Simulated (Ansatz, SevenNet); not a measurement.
For rock-salt NaCl, the machine-learned potential SevenNet-l3i5 (trained on PBE and PBE+U data) gives:

* **lattice parameter a**: 5.691 Å
* **bulk modulus B0**: 24.7 GPa

Question: What does PBE0 in Ansatz (PAW) give for the same quantities?

Answer: 
- lattice constant a: 5.649 Å (shrinks by 0.7 %)
- bulk modulus: 25.1 GPa (goes up by 1.6 %)

For comparison: lattice constant a 5.569 Å (measured, static lattice: zero-point anharmonic expansion removed; as tabulated in Mejia-Rodriguez and Trickey (2018), arXiv:1807.09216); bulk modulus 27.6 GPa (measured, 0 K value with the zero-point phonon effect removed; as tabulated in Mejia-Rodriguez and Trickey (2018), arXiv:1807.09216).

Changes are worked out from the printed values.

Unless a cell is named, each level is at its own relaxed cell (SevenNet-l3i5 23.04, PBE0 22.53 Å³/atom).

Ansatz's density-functional and Hartree–Fock values are scalar-relativistic unless marked +SOC, with PAW data made under PBE.

Ansatz is a first-principles code.
